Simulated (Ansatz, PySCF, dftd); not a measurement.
System: C₄H₅, charge 0, doublet. C4H5 (SMILES C1[C@H]2[C@]1C2, doublet).
B3LYP-D3(BJ)/def2-TZVP minimum from Ansatz (a program for electronic structure):
```
C
H 1 1.0785
C 1 1.4428 2 137.10
C 3 1.4829 1 62.56 2 -118.15
H 4 1.0839 3 116.64 1 104.37
H 4 1.0904 5 114.71 3 -149.18
C 3 1.4829 1 62.56 2 118.15
H 7 1.0839 3 116.64 1 -104.37
H 7 1.0904 8 114.71 3 149.18
```
Charge 0, spin multiplicity 2.

Property: enthalpy of formation at 298 K (by atomisation, with ideal-gas terms from PySCF's Hessian at B3LYP-D3(BJ)/def2-TZVP and the atoms' measured values of the G2/97 table; no spin-orbit terms), in kcal/mol. Radicals and triplets start from unrestricted determinants; spin-orbit coupling is neglected. Correlated methods leave the cores frozen. No relativity. Double hybrids freeze cores in their MP2 part. For partners of very few electrons the exact lower level stands in for a higher one.

| level | program | enthalpy of formation at 298 K (kcal/mol) |
|---|---|---|
| PBE/def2-TZVPD | Ansatz | 84.6 |
| r2SCAN/def2-TZVPD | Ansatz | 106.2 |
| B3LYP-D4/def2-TZVPD | Ansatz + dftd4 | 115.5 |
| CAM-B3LYP-D3(BJ)/def2-TZVPD | Ansatz + dftd3 | 112.2 |
| B2PLYP-D4/def2-TZVPD | Ansatz + dftd4 | 123.1 |
| B2GP-PLYP-D3(BJ)/def2-TZVPD | Ansatz + dftd3 | 125.2 |
| B2GP-PLYP/def2-TZVPD | Ansatz | 127.1 |
| MP2/cc-pVDZ | Ansatz | 165.2 |
| MP2/cc-pVTZ | Ansatz | 121.3 |
| CCSD/cc-pVTZ | Ansatz | 154.0 |
| CCSD(T)/cc-pVDZ | Ansatz | 183.3 |
| CCSDT(Q)/cc-pVDZ | Ansatz | 182.7 |
